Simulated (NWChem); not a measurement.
# triplet PN at 4 levels

Aim: a comparison of 4 runs (UHF/STO-3G, UHF/3-21G, UB3LYP/6-31G*) of triplet PN. 

The results are computed with NWChem 7.3.0.

38 further runs of the same task are left out: 38 set aside as unsound or not needed.

## 1. The system as given

PN: 2 atoms, total charge 0, spin state triplet. SMILES of the parent species: `N#P`. The bond length is the one measured for the parent species. That shape belongs to the parent species and isn't relaxed for this state.

Bond lengths: N1–P2 1.491 Å.

## 2. The energy at UHF/STO-3G (run 1)

Contents of m1.nw:

```
start m1
title "NP energy"
memory 2200 mb

geometry units angstroms noautosym nocenter noautoz
   N      0.000000     0.000000     0.000000
   P      0.000000     0.000000     1.490866
end

basis spherical bse
   * library STO-3G
end

scf
   triplet
   uhf
   thresh 1e-08
   maxiter 80
end

task scf
```

On the command line:

```sh
$ nwchem m1.nw > m1.out
```

The program printed:

```text
[...]
  functions       =    14
[...]
  wavefunction    = UHF
[...]
         Total SCF energy =   -390.477212962431
      One electron energy =   -617.544217838325
      Two electron energy =    189.797651932727
 Nuclear repulsion energy =     37.269352943167
                       Sz =      1.0000
                 Sz(Sz+1) =      2.0000
                      S^2 =      2.4062
[...]
```

It took 1.1 s on 1 thread of AMD EPYC 7B13 (Zen 3), shared host; peak memory 0.099 GiB.

## 3. A single-point energy at UHF/3-21G (run 2)

Contents of mymol.xyz:

```xyz
2
NP energy
N      0.000000     0.000000     0.000000
P      0.000000     0.000000     1.490866
```

Contents of mymol.nw:

```
start mymol
title "NP energy"
memory stack 880 mb heap 220 mb global 1100 mb

geometry noautosym nocenter noautoz
 load format xyz mymol.xyz
end

basis spherical bse
 * library 3-21G
end

scf
 nopen 2
 uhf
 thresh 1e-08
 maxiter 80
 noprint "final vectors analysis"
end

task scf energy
```

On the command line:

```sh
$ nwchem mymol.nw > mymol.out
```

The program printed:

```text
[...]
  functions       =    22
[...]
  wavefunction    = UHF
[...]
         Total SCF energy =   -392.977338824689
      One electron energy =   -616.676359256609
      Two electron energy =    186.429667488752
 Nuclear repulsion energy =     37.269352943167
                       Sz =      1.0000
                 Sz(Sz+1) =      2.0000
                      S^2 =      2.3326
[...]
```

Run time: 1.3 s. Hardware: 1 thread of AMD EPYC 7B13 (Zen 3), shared host; peak memory 0.099 GiB.

Run 3 isn't shown in full; the table further down has it.

## 4. The energy at UB3LYP/6-31G(d) (Cartesian functions) (run 4)

Contents of geom.nw:

```
start geom
memory 2200 mb
charge 0
geometry noautosym nocenter noautoz
 N     0.000000    0.000000    0.000000
 P     0.000000    0.000000    1.490866
end
basis cartesian
 * library 6-31G*
end
dft
 xc b3lyp
 mult 3
 grid xfine
 convergence energy 1e-08
 maxiter 100
 mulliken
 print medium
end
task dft energy
```

On the command line:

```sh
$ nwchem geom.nw > geom.out
```

The program printed:

```text
[...]
          Wavefunction type:  spin polarized.
          No. of atoms     :     2
          No. of electrons :    22
[...]
          Charge           :     0
          Spin multiplicity:     3
[...]
          AO basis - number of functions:    34
[...]
              XC Information
              --------------
                         B3LYP Method XC Potential
                     Hartree-Fock (Exact) Exchange  0.200
                        Slater Exchange Functional  0.800 local
                    Becke 1988 Exchange Functional  0.720 non-local
              Lee-Yang-Parr Correlation Functional  0.810
                  VWN I RPA Correlation Functional  0.190 local
[...]
 d= 0,ls=0.0,diis     1   -395.8544175175 -4.33D+02  1.95D-02  9.49D-02     0.6
[...]
 d= 0,ls=0.0,diis    12   -395.9127352399 -7.71D-09  1.70D-06  5.28D-10     4.7
[...]
         Total DFT energy =     -395.912735239878
      One electron energy =     -619.482977255029
           Coulomb energy =      216.369008875037
    Exchange-Corr. energy =      -30.068119803053
 Nuclear repulsion energy =       37.269352943167
[...]
      Total Density - Mulliken Population Analysis
     ---------------------------------------------
    Atom       Charge   Shell Charges
 -----------   ------   -------------------------------------------------------
    1 N    7     7.29   1.99  0.87  2.23  0.87  1.33 -0.00
    2 P   15    14.71   2.00  1.99  5.97  1.40  2.06  0.48  0.76  0.05
[...]
      <S2> =      2.0141 (Exact =     2.0000)
[...]
```

Wall time 5.4 s (1 thread of AMD EPYC 7B13 (Zen 3), shared host); peak memory 0.11 GiB.

## 5. All runs side by side

```
run                                level  iteration cap  module  energy (Eh)  dipole moment (D)  HOMO energy (eV)   ⟨S²⟩  wall time
  1                           UHF/STO-3G             80     scf  -390.477213               0.28             -4.07  2.406      1.1 s
  2                            UHF/3-21G             80     scf  -392.977339               0.04                 –  2.333      1.3 s
  3  UB3LYP/6-31G* (spherical functions)            100     dft  -395.908812               1.20             -4.66  2.014      5.7 s
  4  UB3LYP/6-31G* (Cartesian functions)            100     dft  -395.912735               1.21             -4.66  2.014      5.4 s
```

## 6. Outcome

```
                                 quantity          value
                      run 4: total energy  -395.91274 Eh
                     run 4: dipole moment         1.21 D
run 4: HOMO energy (highest over α and β)       -4.66 eV
                              run 4: ⟨S²⟩          2.014
```

What this shows: The dipole moment (its size) runs from 0.04 D (UHF/3-21G) to 1.21 D (UB3LYP/6-31G*). The two ends differ in method and basis. The two dipoles point in opposite directions. In run 1 the basis is minimal, so the values are rough. Spin contamination of the reference: run 1 ⟨S²⟩ = 2.41, run 2 ⟨S²⟩ = 2.33. All runs together took 14 s, the longest 5.7 s.
